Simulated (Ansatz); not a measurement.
Gas-phase electronic energies from Ansatz, PBE0-D4/def2-TZVP geometries. CCSD(T)/CBS is the MP2 limit (def2-TZVPP, def2-QZVPP) plus CCSD(T) − MP2 in def2-TZVPP, frozen cores. This one scheme is used for every species. Functionals use def2-TZVPP.

Consider the formal exchange of groups at a C–F bond: `C/C=C(/C)F` + CH₄ → `CC=C(C)C` + H–F.

| level | ΔE (kcal/mol) |
| --- | --- |
| r2SCAN-D4 | -0.5 |
| CAM-B3LYP | 0.5 |
| CCSD(T)/def2-SVP | -1.2 |
| MP2/def2-TZVPP | -7.2 |

Task: What does CCSD(T)/CBS give? (Best estimate.)

Result: The calculation gave: -5.7 kcal/mol. The listed levels differ from it by 5.2, 6.2, 4.5, -1.5 kcal/mol.

Largest T1 diagnostic among the species: 0.011.

From r2SCAN to r2SCAN0 (25 % exact exchange), in def2-TZVPP and without D4, ΔE moves by −1.5 kcal/mol. In def2-TZVPP, CCSD(T) changes the Hartree–Fock value by −5.3 kcal/mol (the triples alone add −0.4 kcal/mol) and MP2 by −7.8 kcal/mol.
